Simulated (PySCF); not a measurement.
Geometry (Å), atoms numbered from 1 in this order:
```xyz
3

B    -0.1309   -0.0023   -0.0069
S     1.4740    0.0046   -0.0232
H    -1.3201   -0.0074    0.0051
```

Geometry: PBE0-D3(BJ)/def2-SVP; GIAO shifts from PySCF 2.14, gas phase, non-relativistic, averaged over equivalent atoms.

At PBE0/pcSseg-1 (46 basis functions, 2.5 s wall time on 1 thread of an Arm Neoverse N1, shared host):
```json
{"atoms": "B1", "δ (ppm)": "50.7"}
{"atoms": "S2", "δ (ppm)": "32.3"}
{"atoms": "H3", "δ (ppm)": "2.60"}
```

Scale: ¹¹B (100.73 ppm) against BF3·OEt2; CS2 for ³³S (495.66 ppm); ¹H (31.27 ppm) vs TMS (reference shieldings calculated alike).

Q: What do these become at KT2/pcSseg-2?

A: 
```csv
atoms,δ at KT2/pcSseg-2,change
B1,43.4,-7.3
S2,18.9,-13.4
H3,2.52,-0.08
```

Chemical shifts δ = σref − σ; BF3·OEt2 for ¹¹B (σref 98.29); ³³S (σref 525.25) vs CS2; ¹H (σref 31.18) against TMS, all at this level.

The largest change is at S2 (sulfur bonded to B). Cost: 93 basis functions, 3.5 s wall time on 1 thread of an Arm Neoverse N1, shared host.
